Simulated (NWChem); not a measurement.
# Na cation

Computed with NWChem. Total energies compare along this basis series because the functional is fixed.

```csv
level,basis functions,energy (Ha),highest occupied level (eV),orbital gap (eV)
PBE0/STO-3G,9,-160.0557,-39.08,37.83
PBE0/def2-SVP,15,-161.9235,-39.83,33.46
PBE0/def2-SVPD,18,-161.9237,-39.89,33.50
PBE0/def2-TZVP,32,-161.9814,-39.77,33.34
PBE0/def2-TZVPD,35,-161.9814,-39.77,33.35
PBE0/def2-TZVPP,32,-161.9814,-39.77,33.34
PBE0/def2-QZVP,46,-161.9881,-39.87,33.34
```
